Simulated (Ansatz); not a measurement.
Rubidium, bcc: convergence with cold smearing

Computed with Ansatz, LDA, scalar-relativistic PAW, on the relaxed cell (a = 5.372 Å; spin not included). Errors count from a run at 420 eV on a Γ-centred 14×14×14 mesh with Fermi-Dirac smearing of 0.1 eV, extrapolated to zero width. Fixed here: cutoff 420 eV, mesh 8×8×8. The SCF starts from atomic densities corrected by a trained network.

```json
{"width (eV)": "0.01", "E(σ→0) error (meV/atom)": "8.8", "F error (meV/atom)": "8.7", "P (GPa)": "0.03", "SCF iterations": "6"}
{"width (eV)": "0.03", "E(σ→0) error (meV/atom)": "8.4", "F error (meV/atom)": "8.3", "P (GPa)": "0.03", "SCF iterations": "6"}
{"width (eV)": "0.1", "E(σ→0) error (meV/atom)": "7.9", "F error (meV/atom)": "6.8", "P (GPa)": "0.02", "SCF iterations": "6"}
{"width (eV)": "0.2", "E(σ→0) error (meV/atom)": "5.8", "F error (meV/atom)": "3.5", "P (GPa)": "0.02", "SCF iterations": "6"}
{"width (eV)": "0.3", "E(σ→0) error (meV/atom)": "3.4", "F error (meV/atom)": "0.2", "P (GPa)": "0.01", "SCF iterations": "6"}
{"width (eV)": "0.6", "E(σ→0) error (meV/atom)": "-1.2", "F error (meV/atom)": "-11.5", "P (GPa)": "0.00", "SCF iterations": "6"}
{"width (eV)": "1.0", "E(σ→0) error (meV/atom)": "-3.1", "F error (meV/atom)": "-45.4", "P (GPa)": "0.02", "SCF iterations": "6"}
```
